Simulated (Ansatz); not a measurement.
Question: Name a neutral molecule of C, N and H with HOMO energy (B3LYP/def2-TZVPP) between -6.80 and -6.50 eV and HOMO energy (PBE/def2-TZVPP) between -5.30 and -5.00 eV (Ansatz, PBE0-D4/def2-TZVP geometry).

Answer: `c1ccnnc1` (-6.58 eV, -5.21 eV). Other molecules can fit too; these were computed, each in one conformer that needn't be the lowest.

B3LYP here is the variant with VWN-RPA as its local correlation; programs differ in this.
